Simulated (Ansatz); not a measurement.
## Two structures, one formula

Two relaxed structures of CH₄BSi, doublet (PBE0-D4/def2-TZVP; forces vanish, vibrations not checked).

A:

B1  (-0.675, 0.001, 0.939)
C2  (-0.616, -1.164, 0.013)
Si3  (0.499, 0.442, -0.522)
H4  (-1.064, -1.142, -0.984)
H5  (-0.459, -2.185, 0.360)
H6  (-0.729, 0.165, 2.113)
H7  (1.992, 0.405, -0.365)
(Å)

B:

B1  (-0.630, -0.296, 1.095)
C2  (-0.553, -0.826, -0.175)
Si3  (0.595, 0.544, -0.499)
H4  (-0.912, -1.600, -0.838)
H5  (0.194, 1.746, -1.270)
H6  (-0.762, 0.071, 2.206)
H7  (2.067, 0.362, -0.518)
(Å)

Computed with Ansatz 0.2.0 (basis: def2-TZVPP); correlated methods freeze the cores; orbitals are unrestricted. B3LYP uses VWN-RPA correlation.

Question: Which structure is lower at CCSD(T), and by how much? (An estimate is asked for; the value comes from the calculation.)

Answer: The calculation gives: B, by 0.340 eV (electronic energy, against the other). By their contacts, A is CH₄BSi ([BH]1[CH2][SiH]1) and B is CH₄BSi ([BH]1[CH][SiH2]1).

All methods give the same order:

```json
{"method": "PBE-D4", "E(B) − E(A) (eV)": "-0.239"}
{"method": "r2SCAN-D4", "E(B) − E(A) (eV)": "-0.357"}
{"method": "PBE0-D4", "E(B) − E(A) (eV)": "-0.277"}
{"method": "B3LYP-D4", "E(B) − E(A) (eV)": "-0.340"}
{"method": "wB97M-V", "E(B) − E(A) (eV)": "-0.374"}
{"method": "HF", "E(B) − E(A) (eV)": "-0.429"}
{"method": "MP2", "E(B) − E(A) (eV)": "-0.405"}
{"method": "CCSD", "E(B) − E(A) (eV)": "-0.358"}
{"method": "CCSD(T)", "E(B) − E(A) (eV)": "-0.340"}
```

No T1 diagnostic of these runs exceeds 0.023. ⟨S²⟩ of the unrestricted Hartree–Fock references: 0.76 to 0.78 (a pure state has 0.75).

Labels in which every atom is bracketed show which atoms are joined, not bond orders.

For scale, one of the runs: CCSD(T)/def2-TZVPP, 160 basis functions, launched by `ansatz run in.yaml --threads 2 --pin off --events-out ev --progress --plain --max-ram 4352MiB`. Time: 80 s of wall clock on 2 CPU threads of an Intel Xeon Platinum 8175M; the host was shared. Peak host memory: 2.7 GiB.
